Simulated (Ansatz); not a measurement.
**Atomization energy of CHN, singlet, from cheap to dear**

Geometry (MP2(full)/6-31G*, from the G2/97 set):

```xyz
3

C     0.0000    0.0000    0.0357
N     0.0000    0.0000   -1.1405
H     0.0000    0.0000    1.1047
```

Measured, as an electronic atomization energy: 1308.7 kJ/mol (G2/97 heats of formation of molecule and atoms, with zero-point and thermal terms from B3LYP taken off; Curtiss et al., J. Chem. Phys. 106, 1063 (1997), Staroverov et al., J. Chem. Phys. 119, 12129 (2003)). The measured value holds scalar relativity and spin–orbit coupling, which all computed ones lack, and core correlation, which the wave-function levels lack. Atoms are taken at the same level; beside RHF, RMP2 and RCC rows they are unrestricted. The atoms' steps beyond CCSDT(Q) are taken from restricted open-shell runs, which share full CI's core. Ansatz 0.2.0; the 6-31G* set has Cartesian d functions; a miss is computed less measured; times are wall times on shared hosts and scatter by a factor of two or so.

```tsv
level	basis	miss (kJ/mol)	time of the run	hardware
RHF	cc-pVDZ	-513.8	0.18 s	1 CPU thread
RMP2	cc-pVDZ	-75.6	–	–
RCCSD(T)	cc-pVDZ	-123.9	0.3 s	1 CPU thread
RCCSDT(Q)	cc-pVDZ	-120.6	2 s	1 CPU thread
RCCSDTQ	cc-pVDZ	-121.2	3.7 s	H100 + 5 CPU threads
RHF	cc-pVTZ	-491.0	0.57 s	1 CPU thread
RMP2	cc-pVTZ	0.1	–	–
RCCSD(T)	cc-pVTZ	-50.0	0.84 s	1 CPU thread
RCCSDT(Q)	cc-pVTZ	-48.2	2.3 s	H100 + 5 CPU threads
RHF	cc-pVQZ	-487.6	1.9 s	1 CPU thread
RMP2	cc-pVQZ	27.1	–	–
RCCSD(T)	cc-pVQZ	-24.3	2.2 s	H100 + 5 CPU threads
RCCSDT(Q)	cc-pVQZ	-22.7	7.5 s	H100 + 5 CPU threads
```

HF's time is that of a plain UHF run. A dash: the level came out of a higher level's run.

A composite of the best parts (restricted reference, at this geometry, which isn't the minimum of the high levels):

```tsv
part	kJ/mol
Hartree–Fock limit (T, Q; exp(−5.46 √X))	822.05
CCSD(T) correlation limit (T, Q; X⁻³)	479.65
CCSDT − CCSD(T) (QZ)	-3.06
(Q) (QZ)	4.66
CCSDTQ − CCSDT(Q) (DZ)	-0.60
sum	1302.7
sum less measured	-6.0
```
